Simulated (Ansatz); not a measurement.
Species: BCl3, SMILES `ClB(Cl)Cl` (charge 0, multiplicity 1), formula BCl$_{3}$.

How many basis functions does frozen-core CCSD(T)/cc-pVTZ // B3LYP-D3(BJ)/def2-SVP run with Ansatz (a first-principles code) use, how many core orbitals are frozen, and how many electrons are correlated?

132 basis functions and 16 frozen orbitals, which leaves 24 correlated electrons. Core time is of the order of seconds.
